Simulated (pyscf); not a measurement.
# 1,1-elimination: HO–Si(OH)(OH)–C(F)(F)–F → F–C:–F [singlet] + HO–Si(OH)(OH)–F

Gas phase, singlet surface, charge 0. Bonds broken: C2–F4, C2–Si5. Bonds formed: F4–Si5. Single points on ωB97X-D3(BJ)/def2-SVP structures (PySCF, gas phase).

Transition state (Å):

```xyz
11

F      0.9637    -1.9590    -0.9939
C      1.2411    -0.9406    -0.2519
F      2.4313    -1.0949     0.2497
F      0.1984    -1.1606     1.1350
Si    -0.0308     0.4744     0.2857
O      1.0866     1.5457     0.8802
O     -1.3924     0.8537     1.1621
O     -0.6557     0.5945    -1.2439
H      1.9860     1.4823     0.5458
H     -1.2709     0.9417     2.1126
H     -1.5248     1.0137    -1.2510
```

One imaginary mode, 292i cm⁻¹; descent along it reached the two sides named, in the forms told below.

```
bond    change  reactant side (Å)  saddle  product side
------  ------  -----------------  ------  ------------
C2–F4   breaks              1.352   1.749           2.7
C2–Si5  breaks              1.915   1.977           3.5
F4–Si5   forms                2.7   1.857         1.629
```

Electronic energies relative to the reactant's lowest minimum found (kcal/mol):

```
level                   barrier  reaction energy  reverse barrier
----------------------  -------  ---------------  ---------------
ωB97X-D3(BJ)/def2-TZVP     32.9            +19.0             13.9
PBE/def2-TZVP              28.3            +19.8              8.5
r²SCAN/def2-TZVP           29.3            +20.7              8.6
B3LYP-D3(BJ)/def2-TZVP     32.0            +16.9             15.1
PBE0-D3(BJ)/def2-TZVP      32.9            +22.6             10.2
M06-2X/def2-TZVP           33.9            +17.4             16.5
ωB97M-D3(BJ)/def2-TZVP     30.9            +14.9             16.0
HF/def2-TZVP               41.0             +6.1             34.8
```

With ωB97M-D3(BJ)/def2-TZVP energies and thermal terms (ideal gas, 1 atm, RRHO with modes under 100 cm⁻¹ raised to 100, one conformer, R ln 2 for rigid chiral ones), in kcal/mol:

| T (K) | ΔH‡ | ΔG‡ | ΔH | ΔG |
|---|---|---|---|---|
| 298 | 30.3 | 31.2 | +12.7 | +0.1 |
| 600 | 29.7 | 32.4 | +12.0 | -12.4 |
| 900 | 29.1 | 33.8 | +11.0 | -24.3 |
| 1200 | 28.5 | 35.5 | +9.9 | -35.9 |

On the product side the descent ends in a complex, 4.9 kcal/mol under the separated species and 18.8 kcal/mol under the saddle at ωB97X-D3(BJ)/def2-TZVP. This is the saddle that the search found; another between the same sides may lie lower.
